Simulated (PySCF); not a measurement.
phosphonium, H4P (charge +1), SMILES [PH4+], point group Td.

Level: B3LYP/pcSseg-2 in PySCF (density fitting, grid level 2); geometry and Hessian at that level, cubic constants and property derivatives from steps of ±0.6 along each species' dimensionless normal coordinates, second-order vibrational perturbation theory. The parent has the commonest isotopes.

Equilibrium geometry (Å):

| atom | x | y | z |
| --- | --- | --- | --- |
| P1 | 0.0069 | 0.0023 | -0.0137 |
| H2 | 1.0918 | 0.2256 | -0.8661 |
| H3 | -0.6527 | 1.2107 | 0.2273 |
| H4 | -0.8773 | -0.8999 | -0.6118 |
| H5 | 0.4658 | -0.5273 | 1.1956 |

(1) How much do zero-point and thermal motion change the parent's shieldings?

(2) And the bond lengths, in the parent and with ²H at 2?

The study (126 SCF points, 99 basis functions) took 4.3 min on 1 thread of Arm Neoverse V2, shared host (rough), peak memory 0.38 GiB, launched as `OMP_NUM_THREADS=1 python ens_run.py task.json out`.

Results:

(1) 
```tsv
atom	σe (ppm)	anharmonic part, 0 K	harmonic part, 0 K	Δσ at 0 K	Δσ at 100 K	Δσ at 300 K
P1	419.59	-4.57	1.93	-2.65	-2.72	-2.75
H2	25.58	-0.29	-0.13	-0.42	-0.42	-0.44
```

(2) 
| bond | re (Å) | ⟨r⟩ at 0 K | between mean positions | ⟨r⟩, labelled |
| --- | --- | --- | --- | --- |
| P1–H2 | 1.3977 | 1.4179 | 1.4104 | 1.4122 |
